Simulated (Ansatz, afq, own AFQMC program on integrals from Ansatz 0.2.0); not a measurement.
**Ga2H2, triplet: AFQMC among the cluster methods**

```xyz
4

Ga    0.0000    0.0000   -1.5162
Ga    0.0000    0.0000    1.5788
H     0.0000    1.4216   -2.1686
H     0.0000   -1.4216   -2.1686
```

Connectivity, by distances: GaH2 ··· Ga.

Basis cc-pVDZ. Noble-gas cores (and the filled d shells of Ga–Kr and In–Xe) are frozen. AFQMC by an in-house program on the Cholesky factors that Ansatz 0.2.0 writes for its CCSD(T) run. ph-AFQMC/CISD is guided by a CISD state made of CCSD amplitudes; releasing the constraint for a short imaginary time cuts its bias at the price of noise, slowly where states lie close. Error bars are statistical, one sigma. No spin–orbit coupling.

Determinant: UHF, the one that the program's search chose, which needn't be the lowest solution. The geometry is a point of a scan.

No full CI on the walks' own integrals is used here; CCSDT(Q) serves as the reference and is uncertain by about the last step of the cluster series.

Cautions: no relativity below Rb; no spin-orbit coupling; inner d shell frozen; lower spins were not checked.

```
T1 diagnostic                               : 0.0371
weight of the determinant in the CISD state : 0.867
⟨S²⟩ of the determinant                     : 2.027
size of the correlated space                : 8 electrons in 36 orbitals
```

| level | correlation energy (eV) |
| --- | --- |
| MP2 | -2.5763 |
| CCSD | -3.5011 |
| CCSD(T) | -3.5965 |

Q: Estimate where phaseless AFQMC with a CISD trial lies against CCSD(T) on the same integrals.

A: 0.32 ± 0.17 kcal/mol below CCSD(T). The gap is under twice the noise, so this walk alone can't tell the two apart.

Reference: CCSDT(Q), correlation energy -3.640 eV. The released energy is read at 2.40 1/Eh (meV from the phaseless value at times in 1/Eh: -9 ± 9 at 0.24, -10 ± 9 at 0.51, 1 ± 7 at 0.99, -27 ± 9 at 1.62, -19 ± 11 at 2.40).

| level | E − E(reference) (kcal/mol) | share of correlation (%) |
| --- | --- | --- |
| CCSD(T) | 1.01 | 98.79 |
| CCSDT | 0.11 | 99.87 |
| ph-AFQMC/CISD | 0.69 ± 0.17 | 99.17 |
| released AFQMC | 0.24 ± 0.25 | 99.71 |

A walk keeps the symmetry of its determinant, which the program's search chose and which needn't be the lowest solution, so a lower state of the same spin and another symmetry isn't excluded. Released energies are given only where the last usable release times agree within the noise; a slower fall can still hide under it.
